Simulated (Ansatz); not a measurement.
Co₂F: from a trial structure to a relaxed crystal

Theory: DFT PBE, scalar-relativistic, plane waves, PAW in Ansatz. Cutoff 420 eV, Γ-centred k mesh, Gaussian smearing, collinear spin, first started from parallel moments.

Co₂F was placed on the anti-fluorite structure type (Fm-3m, No. 225), with F in place of Ca, Co in place of F, at a guessed volume.

```
Co F
1.0
     0.00000    2.46690    2.46690
     2.46690    0.00000    2.46690
     2.46690    2.46690    0.00000
Co F
2 1
Cartesian
  1.2334 1.2334 1.2334
  3.7003 3.7003 3.7003
  0.0000 0.0000 0.0000
```

Cell and atoms relax at zero pressure; the relaxation can't lower the symmetry of the start. After a coarse first stage the cell is made exact in the group found at 0.06 Å.

Formation energies are uncorrected and refer to the elements' standard structures at the same level (F₂ as a molecule).

Task: Which crystal results?

Result: It keeps Fm-3m (No. 225). The result has the fluorite structure. Conventional cell: a = 5.312 Å. Around Co lie 4 F at 2.30 Å and 6 Co at 2.66 Å; around F lie 8 Co at 2.30 Å.

Space group Fm-3m (No. 225). a = 5.312 Å, b = 5.312 Å, c = 5.312 Å, α = 90.00°, β = 90.00°, γ = 90.00°
| atom | site | symmetry | x | y | z |
| --- | --- | --- | --- | --- | --- |
| Co | 8c | -43m | 0.2500 | 0.7500 | 0.7500 |
| F | 4a | m-3m | 0.0000 | 0.0000 | 0.0000 |

Task: What are its volume, energy, gap and moment?

Result: The volume per atom is 12.49 Å³ and the density is 6.07 g/cm³. The energy over the elements is 0.48 eV/atom and the gap on the 16×16×16 mesh is 0 eV (a metal). The net moment per atom is 1.37 μB and the largest site moment is 2.03 μB.

The final run used a 16×16×16 mesh on its 3-atom cell and 0.10 eV smearing. For metals, differences of a few meV/atom aren't resolved. A structure relaxed within its symmetry needn't be a true minimum. The steps took roughly 2.2 core-minutes in all.